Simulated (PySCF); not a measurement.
ZnH (doublet state).
SMILES: `[ZnH]`

Computed, not measured: PBE0-D3(BJ)/def2-SVP geometry optimisation, gas phase (PySCF).

Masses are those of the commonest isotopes; rigid-rotor values at the optimised geometry. 

What are the moment of inertia and the rotational constant?

I = 2.655 u·Å², B = 505379 MHz·u·Å²/I = 190335 MHz (6.3489 cm⁻¹, or 9.135 K as hB/k). For two atoms I = μr² with μ = 0.9922 u and r = 1.6359 Å.

List the first levels of a rigid rotor in a Σ state.

E(J) = BJ(J+1): J = 1: 12.698, J = 2: 38.093, J = 3: 76.187, J = 4: 126.978, J = 5: 190.467, J = 6: 266.653 cm⁻¹. For this open shell read J as N, the rotation without spin; fine and hyperfine splittings come on top.

Where do the first rotational lines fall?

The dipole is 1.08 D; J+1 ← J lies at 2B(J+1): 1 ← 0 at 380.67 GHz, 2 ← 1 at 761.34 GHz, 3 ← 2 at 1142.01 GHz, 4 ← 3 at 1522.68 GHz, 5 ← 4 at 1903.35 GHz, 6 ← 5 at 2284.02 GHz.

Estimate the classical rotational partition function at 100 K and 200 K.

Point group C∞v, symmetry number σ = 1; q = kT/(σhB), k/h = 20836.6 MHz/K: 10.9 at 100 K, 21.9 at 200 K.

Stationary, but not proved a minimum. ⟨S²⟩ = 0.756 (exact for a doublet: 0.75). Constants of a rigid frame at the computed geometry: no zero-point averaging, no centrifugal distortion.
